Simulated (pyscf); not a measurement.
PySCF, gas phase, ωB97X-D3(BJ)/def2-SVP geometries. Correlated levels are frozen-core, on RHF or UHF. ΔMP2 is the change of the MP2 total energy from the triple- to the quadruple-zeta basis.

**Question.** PBE/def2-TZVP puts the barrier of H₃C–GaH₂ (SMILES [CH3][GaH2]) + HCl (SMILES Cl) -> CH₄ (SMILES C) + Cl–GaH₂ (SMILES [Cl][GaH2]) (four-centre exchange; singlet surface; C–Ga, Cl–H broken, C–H, Cl–Ga formed) at 1.2 kcal/mol and the reaction energy at -35.5 kcal/mol, from the separated reactants. What do M06-2X/def2-TZVP, ωB97M-D3(BJ)/def2-TZVP, CCSD(T)/def2-TZVPP + ΔMP2(QZVPP) give on the same structures?

**Answer.** M06-2X: ΔE‡ = 3.8 kcal/mol, ΔE = -38.2 kcal/mol; ωB97M-D3(BJ): ΔE‡ = 6.9 kcal/mol, ΔE = -35.7 kcal/mol; CCSD(T): ΔE‡ = 7.1 kcal/mol, ΔE = -34.5 kcal/mol. PBE's barrier lies under all of them, by 2.6 to 5.9 kcal/mol. Its reaction energy lies among theirs. Low barriers are usual for a GGA, whose delocalisation error favours stretched bonds. On the reactant side the descent ends in a complex, 6.8 kcal/mol under the separated species and 11.4 kcal/mol under the saddle at ωB97X-D3(BJ)/def2-TZVP. At ωB97X-D3(BJ) the barrier from the zero used here is 4.6 kcal/mol. This is the saddle that the search found; another between the same sides may lie lower. The CCSD(T) − MP2 part came from Ansatz, without density fitting, on the same reference. The frozen core leaves the outer d or s,p core shells of the metals and heavy elements correlated in the MP2 and CC values, and def2-TZVPP describes them poorly, which can shift differences by a few kcal/mol. Elements up to Kr have no core potential and no relativistic terms here.
